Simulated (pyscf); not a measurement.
F–Si(F)(F)–F (SMILES F[Si](F)(F)F) + H₂O (SMILES O) -> HF (SMILES F) + HO–Si(F)(F)–F (SMILES O[Si](F)(F)F) (four-centre exchange; singlet surface; F–Si, H–O broken, F–H, O–Si formed). Single points on ωB97X-D3(BJ)/def2-SVP structures (PySCF, gas phase). Energies in kcal/mol from the separated reactants.

```json
[
 {"level": "ωB97X-D3(BJ)/def2-TZVP", "barrier": "22.7", "reaction energy": "+7.0"},
 {"level": "PBE/def2-TZVP", "barrier": "20.1", "reaction energy": "+7.8"},
 {"level": "r²SCAN/def2-TZVP", "barrier": "(withheld)", "reaction energy": "(withheld)"},
 {"level": "B3LYP-D3(BJ)/def2-TZVP", "barrier": "23.6", "reaction energy": "+7.5"},
 {"level": "PBE0-D3(BJ)/def2-TZVP", "barrier": "20.8", "reaction energy": "+6.9"},
 {"level": "M06-2X/def2-TZVP", "barrier": "(withheld)", "reaction energy": "+6.7"}
]
```

Problem. Some entries are withheld; supply them.

Solution. 
- r²SCAN/def2-TZVP, barrier: 20.0
- r²SCAN/def2-TZVP, reaction energy: +7.9
- M06-2X/def2-TZVP, barrier: 21.1

The functionals in the table span 3.6 kcal/mol in this barrier, from r²SCAN to B3LYP-D3(BJ). This is the saddle that the search found; another between the same sides may lie lower.
